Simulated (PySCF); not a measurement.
BeH, SMILES [BeH+], charge +1. Atoms are numbered in the order given.

```xyz
2

Be     0.0000     0.0000    -0.2647
H      0.0000     0.0000     1.0589
```
Charge +1, spin multiplicity 1.

The structure is a stationary point at PBE0-D3(BJ)/def2-TZVPD. The spin state was assumed, not searched.

All values below come from PBE0/def2-TZVPD run with PySCF.

Mulliken values depend strongly on the basis, most of all with diffuse functions as here. Atomic charges (e):

```csv
atom,Mulliken,IAO
Be1,0.57,___
H2,0.43,___
```

Fill in the missing entries. (The exact figures need the calculation; the answer reports its results.)


- Be1, IAO: 1.35
- H2, IAO: -0.35
